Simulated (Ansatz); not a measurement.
Consider the substitution at a C–C bond: `CCCCCC` + H–F → `CCCCF` + ethane.

Gas-phase electronic energies from Ansatz, PBE0-D4/def2-TZVP geometries. CCSD(T)/CBS adds triple-zeta CCSD(T) − MP2 to the extrapolated MP2 energy (def2 sets, frozen cores). This one scheme is used for every species. DFT in def2-TZVPP. B3LYP here is the variant with VWN-RPA as its local correlation; programs differ in this. Each species was taken in one conformer, which may not be the lowest.

```
level  ΔE (kJ/mol)
  PBE         13.9
B3LYP          3.8
```

(1) What does CCSD(T)/CBS give? (An estimate is asked.)

Largest T1 diagnostic among the species: 0.009.

## Answers

(1) The calculation gave: +38.5 kJ/mol. The listed levels differ from it by -24.6, -34.7 kJ/mol.

In def2-TZVPP, CCSD(T) changes the Hartree–Fock value by +36.5 kJ/mol (the triples alone add +3.7 kJ/mol) and MP2 by +47.6 kJ/mol. The D4 term adds +16.5 kJ/mol with B3LYP and +9.6 kJ/mol with PBE0; it sums over pairs of atoms, weighted by their polarisabilities, and B3LYP, whose exchange is more repulsive, gets the larger term.
